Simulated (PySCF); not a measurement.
**Phosphorus: a sound run and one with changed settings**

Sound run: P [Ne] 3s2 3p3, P⁺ [Ne] 3s2 3p2. All numbers are calculated (PySCF 2.14, the spin-free X2C one-electron Hamiltonian (Gaussian nucleus), in cc-pVDZ-DK). In the sound run the correlated levels freeze [Ne]. The sound run starts from symmetry-adapted Hartree-Fock orbitals and uses a fine grid where one is needed.

Changed run: the non-relativistic Hamiltonian (point nucleus). This setting is unsound on purpose.

```csv
species,method,sound run (hartree),changed run (hartree),converged
P,UHF,-341.52339,-340.52923,yes
P,r2SCAN,-342.05469,-341.06112,yes
P,M06-2X,-342.06281,-341.06907,yes
P,MP2,-341.58688,-340.59270,yes
P,CCSD(T),-341.60560,-340.61147,yes
P⁺,UHF,-341.15877,-340.16394,yes
P⁺,r2SCAN,-341.66386,-340.66956,yes
P⁺,M06-2X,-341.68458,-340.69004,yes
P⁺,MP2,-341.20817,-340.21335,yes
P⁺,CCSD(T),-341.22954,-340.23481,yes
```

Ionisation energy of P:

```csv
method,sound run (eV),changed run (eV)
UHF,9.922,9.940
r2SCAN,10.635,10.655
M06-2X,10.292,10.314
MP2,10.305,10.323
SCS-MP2,10.165,10.183
CCSD,10.231,10.247
CCSD(T),10.233,10.249
```

Most of the change in total energy is the relativistic energy itself. On top of that the contraction fixes the core shape for the Hamiltonian it was made with, so the changed run is not a good calculation with the other Hamiltonian either.

For comparison, NIST gives 10.487 eV between the lowest levels.
